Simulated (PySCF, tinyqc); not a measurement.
RKS/PBE0 in the sto-3g basis, for CH2, spin multiplicity 1, step by step. The lowest restricted solution is unstable here: a spin-polarised one lies 0.0379 hartree lower (PySCF). One step of it, computed by the program tinyqc.

Problem. Iteration 1: building the Kohn-Sham matrix. J_ij = sum D_kl (ij|kl), K_ij = sum D_kl (ik|jl); F = H + J - 0.125 K + V_xc; E = tr D H + tr D J / 2 - 0.0625 tr D K + E_xc + E_nn.

D at the start, lower triangle:
```
            1C 1s      1C 2s    1C 2px     1C 2py     1C 2pz      2H 1s     3H 1s
1C 1s    2.126394
1C 2s   -0.548066   2.352313
1C 2px   0.000000   0.000000  2.000000
1C 2py   0.000000   0.000000  0.000000   2.534988
1C 2pz  -0.249634   1.122957  0.000000   0.000000   0.536154
2H 1s    0.093659  -0.381252  0.000000  -0.398712  -0.181975   0.124514
3H 1s    0.093659  -0.381252  0.000000   0.398712  -0.181975  -0.000907  0.124514
```

core Hamiltonian H = T + V (hartree), lower triangle:
```
             1C 1s      1C 2s     1C 2px     1C 2py     1C 2pz      2H 1s      3H 1s
1C 1s   -18.723482
1C 2s    -4.517009  -5.653551
1C 2px    0.000000   0.000000  -4.523003
1C 2py    0.000000   0.000000   0.000000  -4.712110
1C 2pz   -0.016404  -0.168435   0.000000   0.000000  -4.583885
2H 1s    -1.116309  -2.432116   0.000000  -1.732748  -1.022775  -3.568740
3H 1s    -1.116309  -2.432116   0.000000   1.732748  -1.022775  -0.671492  -3.568740
```

Two-electron integrals (ij|kl) in chemists' order, unique and non-zero (hartree):
```
(11|11) 3.541948    (21|11) 0.576921    (21|21) 0.111888    (22|11) 0.854682
(22|21) 0.205284    (22|22) 0.624709    (31|31) 0.020296    (32|31) 0.030858
(32|32) 0.137996    (33|11) 0.852436    (33|21) 0.205335    (33|22) 0.624568
(33|33) 0.672833    (41|41) 0.020296    (42|41) 0.030858    (42|42) 0.137996
(43|43) 0.036269    (44|11) 0.852436    (44|21) 0.205335    (44|22) 0.624568
(44|33) 0.600295    (44|44) 0.672833    (51|51) 0.020296    (52|51) 0.030858
(52|52) 0.137996    (53|53) 0.036269    (54|54) 0.036269    (55|11) 0.852436
(55|21) 0.205335    (55|22) 0.624568    (55|33) 0.600295    (55|44) 0.600295
(55|55) 0.672833    (61|11) 0.142342    (61|21) 0.027426    (61|22) 0.050183
(61|33) 0.050010    (61|41) 0.001468    (61|42) 0.002720    (61|44) 0.050414
(61|51) 0.000833    (61|52) 0.001543    (61|54) 0.000229    (61|55) 0.050140
(61|61) 0.006876    (62|11) 0.327273    (62|21) 0.079587    (62|22) 0.264807
(62|33) 0.258596    (62|41) 0.006591    (62|42) 0.044563    (62|44) 0.272507
(62|51) 0.003740    (62|52) 0.025285    (62|54) 0.007893    (62|55) 0.263075
(62|61) 0.020330    (62|62) 0.144705    (63|31) 0.008269    (63|32) 0.043048
(63|43) 0.008825    (63|53) 0.005007    (63|63) 0.018253    (64|11) 0.237781
(64|21) 0.058593    (64|22) 0.206729    (64|33) 0.196266    (64|41) 0.012517
(64|42) 0.075483    (64|44) 0.224144    (64|51) 0.002410    (64|52) 0.018404
(64|54) 0.010810    (64|55) 0.199559    (64|61) 0.015705    (64|62) 0.134295
(64|64) 0.140638    (65|11) 0.134916    (65|21) 0.033246    (65|22) 0.117298
(65|33) 0.111361    (65|41) 0.002410    (65|42) 0.018404    (65|44) 0.117164
(65|51) 0.009637    (65|52) 0.053490    (65|54) 0.012118    (65|55) 0.123244
(65|61) 0.008911    (65|62) 0.076199    (65|64) 0.069441    (65|65) 0.057654
(66|11) 0.470277    (66|21) 0.116332    (66|22) 0.438575    (66|33) 0.415164
(66|41) 0.012500    (66|42) 0.112006    (66|44) 0.467918    (66|51) 0.007093
(66|52) 0.063552    (66|54) 0.029933    (66|55) 0.432148    (66|61) 0.030202
(66|62) 0.298294    (66|64) 0.306363    (66|65) 0.173830    (66|66) 0.774606
(71|11) 0.142342    (71|21) 0.027426    (71|22) 0.050183    (71|33) 0.050010
(71|41) -0.001468   (71|42) -0.002720   (71|44) 0.050414    (71|51) 0.000833
(71|52) 0.001543    (71|54) -0.000229   (71|55) 0.050140    (71|61) 0.006649
(71|62) 0.019045    (71|64) 0.013336    (71|65) 0.008356    (71|66) 0.027650
(71|71) 0.006876    (72|11) 0.327273    (72|21) 0.079587    (72|22) 0.264807
(72|33) 0.258596    (72|41) -0.006591   (72|42) -0.044563   (72|44) 0.272507
(72|51) 0.003740    (72|52) 0.025285    (72|54) -0.007893   (72|55) 0.263075
(72|61) 0.019045    (72|62) 0.104232    (72|64) 0.069316    (72|65) 0.053350
(72|66) 0.168442    (72|71) 0.020330    (72|72) 0.144705    (73|31) 0.008269
(73|32) 0.043048    (73|43) -0.008825   (73|53) 0.005007    (73|63) 0.012300
(73|73) 0.018253    (74|11) -0.237781   (74|21) -0.058593   (74|22) -0.206729
(74|33) -0.196266   (74|41) 0.012517    (74|42) 0.075483    (74|44) -0.224144
(74|51) -0.002410   (74|52) -0.018404   (74|54) 0.010810    (74|55) -0.199559
(74|61) -0.013336   (74|62) -0.069316   (74|64) -0.034987   (74|65) -0.034756
(74|66) -0.103014   (74|71) -0.015705   (74|72) -0.134295   (74|74) 0.140638
(75|11) 0.134916    (75|21) 0.033246    (75|22) 0.117298    (75|33) 0.111361
(75|41) -0.002410   (75|42) -0.018404   (75|44) 0.117164    (75|51) 0.009637
(75|52) 0.053490    (75|54) -0.012118   (75|55) 0.123244    (75|61) 0.008356
(75|62) 0.053350    (75|64) 0.034756    (75|65) 0.039046    (75|66) 0.091657
(75|71) 0.008911    (75|72) 0.076199    (75|74) -0.069441   (75|75) 0.057654
(76|11) 0.084049    (76|21) 0.020488    (76|22) 0.070221    (76|33) 0.068445
(76|44) 0.070686    (76|51) 0.001615    (76|52) 0.011499    (76|55) 0.071464
(76|61) 0.005100    (76|62) 0.034233    (76|64) 0.027560    (76|65) 0.019820
(76|66) 0.065669    (76|71) 0.005100    (76|72) 0.034233    (76|74) -0.027560
(76|75) 0.019820    (76|76) 0.009827    (77|11) 0.470277    (77|21) 0.116332
(77|22) 0.438575    (77|33) 0.415164    (77|41) -0.012500   (77|42) -0.112006
(77|44) 0.467918    (77|51) 0.007093    (77|52) 0.063552    (77|54) -0.029933
(77|55) 0.432148    (77|61) 0.027650    (77|62) 0.168442    (77|64) 0.103014
(77|65) 0.091657    (77|66) 0.275195    (77|71) 0.030202    (77|72) 0.298294
(77|74) -0.306363   (77|75) 0.173830    (77|76) 0.065669    (77|77) 0.774606
```

nuclear repulsion = 6.04765508 hartree

V_xc (hartree), lower triangle:
```
            1C 1s      1C 2s     1C 2px     1C 2py     1C 2pz      2H 1s      3H 1s
1C 1s   -1.716128
1C 2s   -0.254128  -0.453469
1C 2px   0.000000   0.000000  -0.478125
1C 2py   0.000000   0.000000   0.000000  -0.469867
1C 2pz  -0.006073  -0.046552   0.000000   0.000000  -0.409169
2H 1s   -0.063671  -0.177329   0.000000  -0.129090  -0.079607  -0.212043
3H 1s   -0.063671  -0.177329   0.000000   0.129090  -0.079607  -0.045148  -0.212043
```

E_xc = sum of w rho eps_xc = -5.01728632 hartree

Give: Coulomb J; exchange K; Kohn-Sham matrix F; total energy of this density.

Solution.

Coulomb J (hartree), lower triangle:
```
         1C 1s  1C 2s  1C 2px  1C 2py  1C 2pz  2H 1s  3H 1s
1C 1s   12.426
1C 2s    2.428  5.538
1C 2px   0.000  0.000   5.580
1C 2py   0.000  0.000   0.000   5.562
1C 2pz   0.045  0.204   0.000   0.000   5.457
2H 1s    0.599  2.302   0.000   1.759   1.047  3.654
3H 1s    0.599  2.302   0.000  -1.759   1.047  0.609  3.654
```

exchange K (hartree), lower triangle:
```
        1C 1s  1C 2s  1C 2px  1C 2py  1C 2pz  2H 1s  3H 1s
1C 1s   7.276
1C 2s   1.300  1.755
1C 2px  0.000  0.000   1.715
1C 2py  0.000  0.000   0.000   1.691
1C 2pz  0.025  0.578   0.000   0.000   0.686
2H 1s   0.336  0.729   0.000   0.453   0.316  0.481
3H 1s   0.336  0.729   0.000  -0.453   0.316  0.198  0.481
```

Kohn-Sham matrix F (hartree), lower triangle:
```
         1C 1s   1C 2s  1C 2px  1C 2py  1C 2pz   2H 1s   3H 1s
1C 1s   -8.923
1C 2s   -2.505  -0.788
1C 2px   0.000   0.000   0.364
1C 2py   0.000   0.000   0.000   0.168
1C 2pz   0.019  -0.083   0.000   0.000   0.378
2H 1s   -0.623  -0.399   0.000  -0.160  -0.095  -0.187
3H 1s   -0.623  -0.399   0.000   0.160  -0.095  -0.133  -0.187
```

total energy of this density = -36.91408 hartree

This density is the starting one.
